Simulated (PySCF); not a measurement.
## Spin–spin coupling constants

Cartesian coordinates in Å; atom numbers follow the order of the lines, from 1:
```xyz
13

C    -0.9030    0.3634   -0.4633
C     0.4157    0.9929   -0.0204
C     1.3123   -0.2397    0.0980
O     0.4738   -1.3238    0.4650
C    -0.8866   -0.9490    0.3204
H    -0.8849    0.1649   -1.5356
H    -1.7725    0.9731   -0.2296
H     0.2974    1.4697    0.9534
H     0.8065    1.7207   -0.7273
H     2.0931   -0.1317    0.8560
H     1.7891   -0.4691   -0.8657
H    -1.4181   -1.7587   -0.1867
H    -1.3273   -0.8122    1.3181
```

Method: B3LYP/pcJ-1 (without the spin–dipole term)//GFN2-xTB, PySCF 2.14.0 with density-fitted response routines; isolated molecule, single conformer, non-relativistic. Couplings are averaged over pairs made equivalent by symmetry, fast rotation or ring inversion, so a value needn't be that of the named pair in this geometry, while other rotamers aren't included; one pair stands for each set, and the list holds those of at least 0.8 Hz over up to four bonds, among pairs with at least one C or H atom (others weren't computed).

Isotopes: 13C, 1H, 17O. Couplings to quadrupolar nuclei such as 17O and 33S are rarely resolved in practice.

| pair | bonds | J (Hz) |
| --- | --- | --- |
| C1, C2 | 1 | 31.5 |
| C1, C5 | 1 | ? |
| C1, H6 | 1 | 137.6 |
| C3, O4 | 1 | 23.4 |
| C3, H10 | 1 | 150.2 |
| C1, C3 | 2 | ? |
| C1, H8 | 2 | -2.7 |
| C1, H12 | 2 | -1.0 |
| C3, H8 | 2 | -1.3 |
| O4, H10 | 2 | -9.9 |
| H6, H7 | 2 | -11.9 |
| H10, H11 | 2 | -8.3 |
| C1, H10 | 3 | ? |
| C3, H6 | 3 | ? |
| C3, H12 | 3 | ? |
| O4, H6 | 3 | -1.5 |
| H6, H8 | 3 | 7.1 |
| H6, H9 | 3 | 7.3 |
| H6, H12 | 3 | ? |
| H6, H13 | 3 | 6.3 |

Question: Estimate the withheld couplings, with signs.

Answer: 
- 1J(C1,C5) = 32.5 Hz (bond length 1.529 Å)
- 2J(C1,C3) = 1.2 Hz (angle at C2 101°)
- 3J(C1,H10) = 2.8 Hz (mean over equivalent pairs that range from 0.3 to 5.4 Hz in this conformer)
- 3J(C3,H6) = 4.3 Hz (mean over equivalent pairs that range from 0.6 to 8.0 Hz in this conformer)
- 3J(C3,H12) = 3.2 Hz (mean over equivalent pairs that range from 0.2 to 6.1 Hz in this conformer)
- 3J(H6,H12) = 7.6 Hz (mean over equivalent pairs that range from 6.0 to 9.2 Hz in this conformer)
